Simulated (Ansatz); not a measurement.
Equilibrium lattice constant a (Å) of solids drawn from the class of tetrahedrally bonded semiconductors and semimetals, at two levels: PBE in Ansatz (PAW), and PBE0 (PAW; Ansatz, an electronic-structure program).

```json
[
 {"solid": "zinc-blende AgI (metastable phase)", "PBE": "6.628", "PBE0": "6.613"},
 {"solid": "zinc-blende AlP", "PBE": "5.508", "PBE0": "?"},
 {"solid": "zinc-blende HgSe", "PBE": "6.260", "PBE0": "6.174"},
 {"solid": "3C-SiC", "PBE": "4.380", "PBE0": "4.348"},
 {"solid": "zinc-blende AlN (metastable phase)", "PBE": "4.403", "PBE0": "4.365"},
 {"solid": "zinc-blende CdS (metastable phase)", "PBE": "5.927", "PBE0": "?"},
 {"solid": "zinc-blende InSb", "PBE": "6.635", "PBE0": "6.538"},
 {"solid": "zinc-blende GaAs", "PBE": "5.745", "PBE0": "5.677"},
 {"solid": "zinc-blende GaSb", "PBE": "6.214", "PBE0": "6.131"}
]
```

### Question
Estimate the withheld PBE0 values from the other rows.

### Answer
One way: carry over the typical ratio. The ratios PBE0 / PBE of the other rows, in order: 0.9854, 0.9863, 0.9866, 0.9882, 0.9914, 0.9927, 0.9977; median 0.9882. Zinc-blende AlP: 5.508 × 0.9882 = 5.443 Å; the run gives 5.473 Å. Zinc-blende CdS (metastable phase): 5.927 × 0.9882 = 5.857 Å; the run gives 5.881 Å. The ratios spread from 0.9854 to 0.9977, so such an estimate is rough.

Over all 9 rows PBE0 is the larger in 0.

Ansatz's runs of these crystals have no spin polarisation.

Spin–orbit coupling is left out, also for the solids with elements from indium on (zinc-blende AgI, zinc-blende HgSe, zinc-blende InSb, zinc-blende GaSb); its size isn't shown.

Caveats: the gap of the solid is closed in this run (PBE: zinc-blende InSb, zinc-blende GaSb). Ansatz's density-functional and Hartree–Fock values are scalar-relativistic unless marked +SOC, with PAW data made under PBE.
